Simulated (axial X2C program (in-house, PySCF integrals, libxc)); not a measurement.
# How long does LiSi⁻ take?

A bond scan computed with an in-house all-electron X2C program for linear molecules (integrals from PySCF). Basis: Si dyall-av3z [9s8p3d2f], Li dyall-av3z [9s9p3d] (cores contracted in-house).

The run was started with this input:
```json
{"zs": [14, 3], "q": -1, "bas": ["dyall-av3z", "dyall-av3z"], "levels": ["PBE0", "HF", "TPSS"], "cc": true, "r0": 2.49, "thr": -2.0, "nmax": 90, "npts": 10, "nst": 2, "ntry": 6}
```
```bash
python so2c.py task.json out
```

Keys: zs atomic numbers; q charge; bas basis sets; levels methods; cc coupled cluster on or off; r0 starting distance in Å; thr threshold in hartree for freezing inner shells (an s shell follows its p shell); nmax most natural virtual spinors; npts points on the curve; nst determinants followed; ntry starts of the search. HF also brings MP2.

Hardware: 1 thread of Intel(R) Xeon(R) 6975P-C (Granite Rapids), on a shared host.

Wall time of one point of each curve, integrals apart:

```json
{"Hamiltonian": "spin-free", "level": "PBE0", "points": "10", "seconds a point": "0.18"}
{"Hamiltonian": "spin-free", "level": "HF", "points": "10", "seconds a point": "0.065"}
{"Hamiltonian": "spin-free", "level": "CCSD(T) (6 electrons, 73 virtuals)", "points": "7", "seconds a point": "0.74"}
{"Hamiltonian": "spin-free", "level": "TPSS", "points": "10", "seconds a point": "0.33"}
{"Hamiltonian": "2c", "level": "PBE0", "points": "10", "seconds a point": "0.25"}
{"Hamiltonian": "2c", "level": "HF", "points": "10", "seconds a point": "0.092"}
{"Hamiltonian": "2c", "level": "CCSD(T) (6 electrons, 73 virtuals)", "points": "7", "seconds a point": "0.95"}
{"Hamiltonian": "2c", "level": "TPSS", "points": "10", "seconds a point": "0.41"}
```

The rest:

Search with its distance optimisation 6.8 s, atoms 9.4 s, whole task 47 s. Coupled cluster runs on the points near the minimum only. The program drops outer points, and coupled cluster, when its time limit (not in the input) nears; MP2, further determinants and curves that did not converge are not in the table.
